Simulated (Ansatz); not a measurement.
P₄H₄⁺, that is cyclo-(PH)4 with one electron fewer. Charge 1, multiplicity 2. Geometry r2SCAN-D4/def2-SVP; atoms count from 1.

```xyz
8

P    -1.500    0.054    0.811
P    -0.469    1.211   -0.786
P     1.558    0.696   -0.025
P     0.479   -0.999    0.986
H    -2.173   -0.824   -0.096
H    -0.653    0.496   -2.005
H     1.974    0.047   -1.230
H     0.785   -0.682    2.345
```

Question: Estimate the Mulliken populations from the PBE0/def2-TZVP orbitals of Ansatz.

Answer: 
| atom | charge (e) | spin (α − β) |
| --- | --- | --- |
| P1 | 0.07 | 0.11 |
| P2 | 0.12 | 0.41 |
| P3 | 0.07 | 0.11 |
| P4 | 0.09 | 0.30 |
| H5 | 0.17 | 0.03 |
| H6 | 0.17 | 0.02 |
| H7 | 0.17 | 0.03 |
| H8 | 0.16 | -0.01 |
Mulliken values depend strongly on the basis.

Question: Where does the spin sit?

Answer: Summed by element: P 0.93, H 0.07, of 1 unpaired in all. Largest on single atoms: P2 0.41, P4 0.30, P3 0.11.

Question: And the Mayer bond orders between heavy atoms (over 0.3)?

Answer: P1–P2 1.09 (2.23 Å); P1–P4 1.02 (2.25 Å); P2–P3 1.09 (2.23 Å); P3–P4 1.02 (2.25 Å).
